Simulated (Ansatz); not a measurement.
For 2H WSe2, LDA in Ansatz (PAW) gives:

| Property | Result |
|---|---|
| equilibrium lattice constant a | 3.250 Å |
| lattice parameter c | 12.819 Å |
| bulk modulus B0 | 41.4 GPa |
| band gap at the measured cell | 0.90 eV |

Question: What does r²SCAN+SOC in Ansatz (PAW) give for the same quantities?

Answer: 
- lattice constant a: 3.315 Å (rises by 2.0 %)
- lattice parameter c: 13.709 Å (increases by 6.9 %)
- bulk modulus: 18.4 GPa (decreases by 56 %)
- band gap at the measured cell: 1.00 eV (grows by 0.10 eV)

For comparison: lattice constant a 3.282 Å (measured, 300 K, not corrected to a static lattice; as tabulated in arXiv:1605.07067); lattice parameter c 12.96 Å (measured, 300 K, not corrected to a static lattice; as tabulated in arXiv:1605.07067); bulk modulus 72 ± 1 GPa (measured, room temperature, not corrected to a static lattice; as tabulated in High-Pressure X-ray Diffraction Study of Tungsten Diselenide, J. Phys. Chem. …); band gap 1.2 eV (measured, room temperature, not corrected to a static lattice, bulk 2H; as tabulated in Bastos et al. (2019), arXiv:1903.08112).

Changes are worked out from the printed values.

Unless a cell is named, each level is at its own relaxed cell (LDA 19.54, r²SCAN+SOC 21.74 Å³/atom).

Levels without +SOC leave out spin–orbit coupling, which shifts energies and cells of such heavy elements.

Levels without +SOC have no spin–orbit coupling; where heavier elements are present it shifts gaps, mostly down, and can invert bands. Density-functional gaps are differences of (generalised) Kohn–Sham levels.

The crystal itself was run without spin with LDA; a magnetic state was not tried in these runs.

Caveats: LDA has no dispersion term either, though it tends to give short spacings of layers, chains or molecules (LDA); for a layered or molecular solid the relaxed cell lies over 5 % above the published volume, where the minimum can be shallow (r²SCAN+SOC); the cell comes from a level without a dispersion term, which matters for the spacing of layers, chains or molecules (r²SCAN+SOC). Ansatz's density-functional and Hartree–Fock values are scalar-relativistic unless marked +SOC, with PAW data made under PBE.

Ansatz is an electronic-structure program.
